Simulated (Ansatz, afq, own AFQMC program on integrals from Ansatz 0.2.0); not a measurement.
## AFQMC, coupled cluster and functionals along a coordinate of SiH₄ + NH, triplet

```xyz
7

Si   -0.9369    0.0215    0.0000
H    -1.4318    1.4212    0.0000
H    -1.4318   -0.6784    1.2122
H    -1.4318   -0.6784   -1.2122
H     0.5477    0.0215    0.0000
N     1.9861    0.0215    0.0000
H     2.2552   -0.9828    0.0000
```

A hydrogen atom is moved from one rigid fragment to the other; the Si1–H5 distance tells how far. The two fragments are held close together, so this isn't a minimum-energy path and the start is a compressed complex. Energies in kcal/mol count from this geometry (1.485 Å) at the same level; the start stands on UHF, each point on the determinant named.

Basis cc-pVDZ. Only valence electrons are correlated. AFQMC by an in-house program on the Cholesky factors that Ansatz 0.2.0 writes for its CCSD(T) run. The CISD trial takes its coefficients from CCSD amplitudes. Released means that phaseless walkers are propagated on without the constraint, phases kept. Uncertainties: one standard error, sampling alone.

Cautions, each for one point or more: lower spins were not checked.

| r(Si1–H5) / Å | det. | T1 | weight | ⟨S²⟩ | CCSD(T) | ph-AFQMC/CISD | released AFQMC | CCSDT(Q) | PBE0 | B2PLYP |
| --- | --- | --- | --- | --- | --- | --- | --- | --- | --- | --- |
| 1.598 | UHF | 0.017 | 0.87 | 2.04 | 0.0 | 0.0 ± 0.09 | – | -0.1 | -2.1 | -1.0 |
| 1.655 | UHF | 0.017 | 0.87 | 2.04 | -0.4 | -0.5 ± 0.1 | -0.7 ± 0.1 | -0.5 | -3.2 | -1.8 |
| 1.712 | UHF | 0.016 | 0.87 | 2.04 | -1.4 | -1.5 ± 0.1 | -1.5 ± 0.1 | -1.5 | -4.6 | -2.9 |
| 1.769 | UHF | 0.015 | 0.87 | 2.04 | -2.8 | -3.0 ± 0.1 | – | -2.9 | -6.0 | -4.4 |
| 1.883 | UHF | 0.014 | 0.88 | 2.02 | -4.2 | -4.3 ± 0.1 | -4.1 ± 0.1 | -4.2 | -6.8 | -5.6 |

Weight is that of the determinant in the CISD state; at the start T1 is 0.016 and the weight 0.87, and ⟨S²⟩ is 2.03. A dash marks a missing value, a released energy that hasn't settled or a functional that sits on another state. Largest departures from CCSDT(Q), at the points where its series has closed: CCSD(T) 0.1 kcal/mol at 1.655 (on UHF), ph-AFQMC/CISD -0.1 kcal/mol at 1.769 (on UHF) (within the noise), released AFQMC -0.1 kcal/mol at 1.655 (on UHF) (within the noise), PBE0 -3.1 kcal/mol at 1.769, B2PLYP -1.5 kcal/mol at 1.769. Functionals count only at points shown to share the start's state and spin. In this small basis the wave-function levels are far from their limit, so their gap to the functionals isn't the functionals' error.

Some points may be missing: those where a free walk finds a much lower state, and past Zn most of those on another determinant than at the start.

CCSDT and higher add their correlation energy to the determinant of the CCSD(T) run, since their own runs factorise the integrals more tightly (a shift of under 2 meV). A walk keeps the symmetry of its determinant, which the program's search chose and which needn't be the lowest solution, so a lower state of the same spin and another symmetry isn't excluded. Released energies are given only where the last usable release times agree within the noise; a slower fall can still hide under it.
